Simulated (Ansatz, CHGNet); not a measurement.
**hcp Sc: properties by level of theory**

Reference values: lattice constant a 3.309 Å (measured, 293 K, no zero-point or thermal correction; as tabulated in Wikipedia's data pages); lattice parameter c 5.268 Å (measured, 293 K, not corrected to a static lattice; as tabulated in Wikipedia's data pages).

| level (code) | lattice parameter a (Å) | lattice parameter c (Å) |
|---|---|---|
| CHGNet-r²SCAN | ? | ? |
| PBE-D3(BJ) (Ansatz) | 3.267 | 5.095 |
| PBE-D4 (Ansatz) | 3.285 | 5.126 |
| HSE06 (Ansatz) | 3.340 | ? |
| PBE0 (Ansatz) | 3.346 | ? |

Task: What belongs in the gaps?

Result: 
- CHGNet-r²SCAN, lattice parameter a (Å): 3.313
- CHGNet-r²SCAN, lattice parameter c (Å): 5.306
- HSE06 (Ansatz, an electronic-structure program), lattice parameter c (Å): 5.222
- PBE0 (Ansatz), lattice parameter c (Å): 5.195

Differences from the reference values (errors of the level alone only where the reference is corrected to a static lattice):

| level | lattice constant a (%) | lattice parameter c (%) |
|---|---|---|
| CHGNet-r²SCAN | +0.12 | +0.72 |
| PBE-D3(BJ) | -1.27 | -3.28 |
| PBE-D4 | -0.73 | -2.70 |
| HSE06 | +0.94 | -0.87 |
| PBE0 | +1.12 | -1.39 |

Nearest: lattice constant a, not ranked (reference at room or unstated temperature); lattice parameter c, not ranked (reference at room or unstated temperature).

Machine-learned potentials (CHGNet-r²SCAN) are trained on DFT data: a solid inside that data is no test of them.

Ansatz's density-functional and Hartree–Fock values are scalar-relativistic unless marked +SOC, with PAW data made under PBE.

The crystal itself was run without spin with HSE06, PBE0; a magnetic state was not tried in these runs.

Differences are worked out from the printed values.

The computed numbers hold no vibrational or temperature effects.
